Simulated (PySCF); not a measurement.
Molecule: cyclobutylamine (SMILES NC1CCC1).

Bonds (- single, = double, # triple, : aromatic): N1-C2, C2-C3, C3-C4, C4-C5, C5-C2. N1 carries H6, H7; C2 carries H8; C3 carries H9, H10; C4 carries H11, H12; C5 carries H13, H14. H10, H11, H14 are cis to N1 on the ring; H9, H12, H13 are trans to N1 on the ring.

Frames of a GFN2-xTB Langevin trajectory at 300 K; GIAO PBE0/pcSseg-1 shieldings in PySCF 2.14, gas phase, non-relativistic; equivalent atoms averaged within each frame.

Referencing at the same level of theory: 15N (σ = 267.73 ppm) against NH3; 13C (σ = 186.93 ppm), 1H (σ = 31.72 ppm) against TMS. The references are static minima.

Q: How do the shifts (ppm) fluctuate along the trajectory?

A: 
```tsv
time (fs)	N1	C2	C3/C5	C4	H8	H10/H14	H9/H13	H12	H11	H6/H7
optimised geometry	64.0	51.0	35.4	12.8	3.36	1.52	2.44	1.62	1.65	0.78
250	66.6	53.2	37.9	15.4	3.71	2.44	2.39	2.02	1.94	0.78
425	81.7	58.9	35.8	22.9	4.48	1.19	2.60	3.03	2.39	2.28
625	78.0	52.1	35.2	15.8	3.24	1.89	2.86	1.74	3.48	1.92
800	46.2	43.3	35.6	14.9	3.58	1.58	2.54	1.93	2.10	0.61
1000	80.9	48.3	34.3	14.2	3.00	0.78	2.75	2.64	1.40	1.34
mean of frames	70.7	51.1	35.8	16.7	3.60	1.58	2.63	2.27	2.26	1.39
standard deviation	15.0	5.8	1.3	3.6	0.57	0.64	0.18	0.54	0.77	0.72
```

5 frames give an uncertainty of the mean of about the standard deviation over 2.2 at best, since frames this close in time may not be independent; classical motion lacks zero-point vibration, and the reference would need the same averaging.
